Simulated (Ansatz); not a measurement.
Species, as SMILES: OCl (OH-Cl).
Atoms: O1, H2, Cl3. Bonds: O1-H2, O1-Cl3.

Basis-set convergence of the optimised O1-H2 bond length at MP2 with Ansatz (an electronic-structure program). The reference of a correlated method is not its basis-set limit, which lies further on. Cartesian d functions, on some or all atoms, in 6-31+G*, 6-311+G**; all else is spherical. Cores are frozen. No added dispersion term, no relativity. Reference: the value in aug-pcseg-3, 0.9655 Å, itself unsure by roughly 0.0005 Å (its mean distance from aug-cc-pV(Q+d)Z, def2-QZVPPD, pcseg-3). Deviations are taken from unrounded values. Cost is core time over that of jun-cc-pV(T+d)Z, rough, on shared machines of one kind; a dash marks a row that isn't timed (too short, read off another run, short of memory, by another algorithm or on other hardware). It counts the whole optimisation.

```
basis            functions  optimised O1-H2 bond length (Å)  minus reference (Å)  cost
---------------  ---------  -------------------------------  -------------------  ----
STO-3G                  15                           1.0293               0.0639     -
6-31G                   24                           0.9921               0.0266     -
def2-SVP                37                           0.9701               0.0046     -
6-31+G*                 44                           0.9800               0.0145     -
def2-SVPD               58                           0.9727               0.0072     -
6-311+G**               59                           0.9661               0.0006  0.5×
aug-cc-pV(D+d)Z         64                           0.9741               0.0086  0.6×
6-311++G(2d,2p)         72                           0.9655               0.0001  0.6×
def2-TZVP               74                           0.9707               0.0052  0.5×
jun-cc-pV(T+d)Z        101                           0.9682               0.0027    1×
def2-TZVPPD            108                           0.9668               0.0014    1×
aug-pcseg-2            119                           0.9661               0.0006    2×
aug-cc-pV(T+d)Z        124                           0.9685               0.0030    2×
def2-QZVPP             157                           0.9655               0.0000    4×
pcseg-3                157                           0.9650              -0.0005    4×
def2-QZVPPD            178                           0.9659               0.0004    5×
aug-cc-pV(Q+d)Z        215                           0.9662               0.0007    9×
aug-pcseg-3            223                           0.9655               0.0000   10×
```
